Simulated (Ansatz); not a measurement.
System: Ba2TeP2O9 (P-1, No. 2; cell taken from a computed entry). Method: PBEsol in Ansatz (plane waves, PAW).

Numerical settings: plane-wave cutoff 520 eV, 6×6×4 k mesh (along the axes of the cell as run), Fermi–Dirac smearing 0.01 eV, scalar-relativistic PAW data made under PBE.

Cell (relaxed with PBEsol):

```cif
data_Ba4O18P4Te2
_chemical_formula_sum 'Ba4 Te2 P4 O18'
_space_group_name_H-M_alt 'P 1'
_space_group_IT_number 1
_cell_length_a 6.92877
_cell_length_b 7.39574
_cell_length_c 8.85373
_cell_angle_alpha 77.106
_cell_angle_beta 79.806
_cell_angle_gamma 75.339
loop_
_space_group_symop_operation_xyz
  'x, y, z'
loop_
_atom_site_label
_atom_site_type_symbol
_atom_site_fract_x
_atom_site_fract_y
_atom_site_fract_z
_atom_site_occupancy
Ba1 Ba 0.62901 0.19537 0.58130 1
Ba2 Ba 0.37099 0.80463 0.41870 1
Ba3 Ba 0.89956 0.61770 0.75526 1
Ba4 Ba 0.10044 0.38230 0.24474 1
Te1 Te 0.35287 0.88805 0.95553 1
Te2 Te 0.64713 0.11195 0.04447 1
P1 P 0.13539 0.12169 0.64599 1
P2 P 0.86461 0.87831 0.35401 1
P3 P 0.37641 0.52074 0.81651 1
P4 P 0.62359 0.47926 0.18349 1
O1 O 0.28004 0.14848 0.49176 1
O2 O 0.71996 0.85152 0.50824 1
O3 O 0.37609 0.07198 0.10270 1
O4 O 0.62391 0.92802 0.89730 1
O5 O 0.19652 0.53435 0.94232 1
O6 O 0.80348 0.46565 0.05768 1
O7 O 0.06889 0.93291 0.67495 1
O8 O 0.93111 0.06709 0.32505 1
O9 O 0.72717 0.88505 0.22255 1
O10 O 0.27283 0.11495 0.77745 1
O11 O 0.04301 0.70706 0.35056 1
O12 O 0.95699 0.29294 0.64944 1
O13 O 0.52546 0.30121 0.19902 1
O14 O 0.47454 0.69879 0.80098 1
O15 O 0.55054 0.34280 0.85481 1
O16 O 0.44946 0.65720 0.14519 1
O17 O 0.67403 0.47876 0.34501 1
O18 O 0.32597 0.52124 0.65499 1
```

**Question.** What does this level give for the band gap, smallest direct gap on the k points sampled and direct gap at Γ?

**Answer.** 
* **band gap**: 3.54 eV
* **smallest direct gap on the k points sampled**: 3.56 eV
* **direct gap at Γ**: 4.11 eV

Spin–orbit coupling is not included.

The computed numbers hold no vibrational or temperature effects.

Cost on a shared machine: roughly 9 core-minutes.

Ansatz is a first-principles code.
